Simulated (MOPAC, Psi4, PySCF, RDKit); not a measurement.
Relaxed torsion scan: C4H6, SMILES C#CCC. Scanned: dihedral C2–C3–C4–H8; all other coordinates were relaxed at GFN2-xTB. Heavy atoms are numbered in the order of the SMILES C#CCC, hydrogens after them in the order of the atoms that carry them; the mirror image has the same energies with the sign of each dihedral reversed.

Levels: PM6, restricted, heats of formation // GFN2-xTB (MOPAC); RKS-B3LYP/6-31G* = restricted B3LYP/6-31G*, spherical d // GFN2-xTB in PySCF 2.14.0; UFF // GFN2-xTB (RDKit); MP2/cc-pVTZ = DF-MP2 (frozen core)/cc-pVTZ // GFN2-xTB in Psi4.

Energies relative to the lowest point of each profile, in kcal/mol; the last columns give the difference from MP2:

```tsv
φ / °	PM6	RKS-B3LYP/6-31G*	UFF	MP2/cc-pVTZ	PM6 − MP2/cc-pVTZ	RKS-B3LYP/6-31G* − MP2/cc-pVTZ	UFF − MP2/cc-pVTZ
0	1.08	3.31	3.80	3.37	-2.29	-0.06	0.44
10	1.01	3.07	3.53	3.12	-2.11	-0.05	0.41
20	0.81	2.43	2.79	2.46	-1.65	-0.02	0.33
30	0.53	1.59	1.82	1.59	-1.06	-0.01	0.23
40	0.26	0.78	0.90	0.77	-0.51	0.00	0.12
50	0.07	0.20	0.24	0.20	-0.13	0.00	0.04
60	0.00	0.00	0.00	0.00	0.00	0.00	0.00
70	0.07	0.21	0.22	0.21	-0.14	-0.01	0.00
80	0.27	0.78	0.85	0.80	-0.53	-0.01	0.05
90	0.54	1.60	1.75	1.62	-1.08	-0.02	0.14
100	0.81	2.44	2.73	2.47	-1.66	-0.03	0.26
110	1.01	3.07	3.50	3.12	-2.12	-0.05	0.37
```

PM6 is furthest from MP2/cc-pVTZ at 0 (-2.29 kcal/mol, below); its mean absolute difference over the points is 1.11 kcal/mol.

RKS-B3LYP/6-31G* is furthest from MP2/cc-pVTZ at 0 (-0.06 kcal/mol, below); its mean absolute difference over the points is 0.02 kcal/mol.

UFF is furthest from MP2/cc-pVTZ at 0 (0.44 kcal/mol, above); its mean absolute difference over the points is 0.20 kcal/mol.
